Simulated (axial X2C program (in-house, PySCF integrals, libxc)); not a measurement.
Density and ELF of SiB⁺

Calculated with an in-house all-electron X2C program for linear molecules (integrals from PySCF). Two-component (2c) means X2C with spin–orbit coupling and atomic mean-field two-electron Coulomb and Gaunt terms. Basis: Si dyall-v3z [8s7p2d1f], B dyall-v3z [7s6p2d1f] (cores contracted in-house); Gaussian nuclei, density fitting, unrestricted open shells. Masses: Si 27.977 u, B 11.009 u.

PBE0, 2c, state Ω = 2 (⟨Sz⟩ = 1.00, ⟨Lz⟩ = 1.00 at PBE0); Si at z = 0, B at z = 2.110 Å.

The maps cover the half plane through the axis: z from -2.4 to 4.2 Å along the bond, ρ from 0.15 to 2.25 Å away from it.

log10 of the density in e/bohr³:

```
 ρ\z  -2.4  -1.8  -1.2  -0.6   0.0   0.6   1.2   1.8   2.4   3.0   3.6   4.2
0.15  -3.4  -2.4  -1.6  -0.9   1.1  -0.9  -1.0  -0.6  -0.5  -1.3  -2.2  -3.2
0.45  -3.4  -2.5  -1.7  -1.1  -0.3  -1.1  -1.1  -1.1  -1.1  -1.5  -2.3  -3.3
0.75  -3.6  -2.6  -1.9  -1.3  -1.2  -1.4  -1.4  -1.3  -1.4  -1.8  -2.5  -3.4
1.05  -3.8  -2.9  -2.1  -1.6  -1.5  -1.7  -1.8  -1.7  -1.8  -2.1  -2.8  -3.6
1.35  -4.0  -3.2  -2.5  -2.0  -1.9  -2.0  -2.1  -2.1  -2.2  -2.5  -3.1  -3.9
1.65  -4.3  -3.5  -2.8  -2.5  -2.3  -2.5  -2.6  -2.6  -2.7  -3.0  -3.5  -4.2
1.95  -4.6  -3.8  -3.3  -2.9  -2.8  -2.9  -3.0  -3.1  -3.1  -3.4  -3.9  -4.5
2.25  -4.9  -4.2  -3.7  -3.4  -3.3  -3.3  -3.5  -3.5  -3.6  -3.9  -4.3  -4.9
```

Electron localisation function (collinear form, no current term, damped to 0 at low density):

```
 ρ\z  -2.4  -1.8  -1.2  -0.6   0.0   0.6   1.2   1.8   2.4   3.0   3.6   4.2
0.15  0.21  0.95  0.99  0.08  0.51  0.07  0.95  0.08  0.16  0.99  0.99  0.62
0.45  0.15  0.94  0.99  0.28  0.51  0.18  0.92  0.30  0.34  0.99  0.98  0.49
0.75  0.07  0.89  0.98  0.90  0.15  0.55  0.82  0.75  0.88  0.98  0.96  0.26
1.05  0.02  0.75  0.96  0.96  0.76  0.55  0.63  0.67  0.83  0.94  0.87  0.08
1.35  0.00  0.42  0.88  0.91  0.75  0.41  0.38  0.46  0.65  0.81  0.53  0.01
1.65  0.00  0.10  0.63  0.74  0.55  0.24  0.19  0.23  0.36  0.45  0.11  0.00
1.95  0.00  0.01  0.21  0.39  0.27  0.11  0.07  0.08  0.11  0.09  0.01  0.00
2.25  0.00  0.00  0.02  0.09  0.08  0.04  0.02  0.02  0.02  0.01  0.00  0.00
```

Axial spin density in 10⁻³ e/bohr³:

```
 ρ\z  -2.4  -1.8  -1.2  -0.6   0.0   0.6   1.2   1.8   2.4   3.0  3.6  4.2
0.15   0.1   1.0   5.7   8.0  63.8  12.5  18.6  27.4  74.7  38.6  5.2  0.6
0.45   0.1   0.9   4.7   9.4   0.8  14.8  14.7   9.3  50.8  26.0  4.0  0.5
0.75   0.1   0.6   3.1   7.8   8.4  12.8   9.8   6.9  22.4  12.9  2.5  0.3
1.05   0.1   0.4   1.8   4.7   6.9   8.0   5.8   4.3   8.3   5.3  1.3  0.2
1.35   0.0   0.2   0.9   2.4   3.7   4.1   3.0   2.2   2.9   2.0  0.6  0.1
1.65   0.0   0.1   0.4   1.1   1.7   1.9   1.4   1.0   1.0   0.7  0.2  0.1
1.95   0.0   0.1   0.2   0.5   0.7   0.8   0.6   0.4   0.4   0.2  0.1  0.0
2.25   0.0   0.0   0.1   0.2   0.3   0.3   0.2   0.2   0.1   0.1  0.0  0.0
```

Occupations by symmetry block were frozen at the best pattern of an incomplete PBE0 search. Density functionals use the spin component along the axis (collinear). PBE0 can misorder states that lie within some tenths of an eV, so this need not be the ground state of the molecule. The nearest other 2c determinant of the search, Ω = 1, lies 0.16 eV up at the distance of the search. The functionals have no current-density term, which raises determinants with orbital currents, atoms included. With several unpaired electrons one determinant need not be a pure state. Open-shell Ω = 0 determinants with evenly filled partner blocks cannot be reached by this program, so the Ω shown need not be the lowest component.
